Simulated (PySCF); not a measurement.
Isomers of C5H5N and their computed core-level spectra.

Level of theory: delta-SCF UKS SCAN, pcX-2 on the ionised atom, pcseg-1 elsewhere, spin-free X2C in PySCF 2.14.0. Geometries: GFN2-xTB; isolated species, one conformer each.

Line lists (1s up to Mg, 2p3/2 beyond; areas count atoms within a level, one atom standing for each set equivalent by bonding):
1. C 1s: 290.56 (area 1), 290.56 (area 1), 291.08 (area 1), 291.77 (area 1), 292.05 (area 1) eV; N 1s: 404.33 eV
2. C 1s: 290.80 (area 1), 291.26 (area 1), 291.50 (area 1), 292.35 (area 1), 293.22 (area 1) eV; N 1s: 405.16 eV
3. C 1s: 290.53 (area 1), 291.21 (area 1), 291.40 (area 1), 291.44 (area 1), 291.94 (area 1) eV; N 1s: 404.54 eV

Structures:
A. `[H]/N=C\C(=C)C#C`
B. `C=C/C=C\C#N`
C. `C#C[C@@H](C)C#N`

Problem. Which list belongs to which compound?

Solution. 
- 1 = A: another candidate has the same counts of sites, so positions decide. C 1s: 290.56 terminal =CH2 carbon, 290.56 terminal alkyne carbon, 291.08 alkyne carbon, 291.77 fully substituted alkene carbon, 292.05 imine carbon; N 1s: 404.33 imine nitrogen.
- 2 = C: another candidate has the same counts of sites, so positions decide. C 1s: 290.80 terminal alkyne carbon, 291.26 alkyne carbon, 291.50 methyl carbon, 292.35 nitrile carbon, 293.22 sp3 carbon next to a nitrile; N 1s: 405.16 nitrile nitrogen.
- 3 = B: another candidate has the same counts of sites, so positions decide. C 1s: 290.53 terminal =CH2 carbon, 291.21 alkene CH carbon, 291.40 alkene CH carbon, 291.44 alkene CH carbon, 291.94 nitrile carbon; N 1s: 404.54 nitrile nitrogen.

7 of these hole states are spin-contaminated (⟨S²⟩ up to 0.93, against 0.75; counted from 0.85) and less certain.
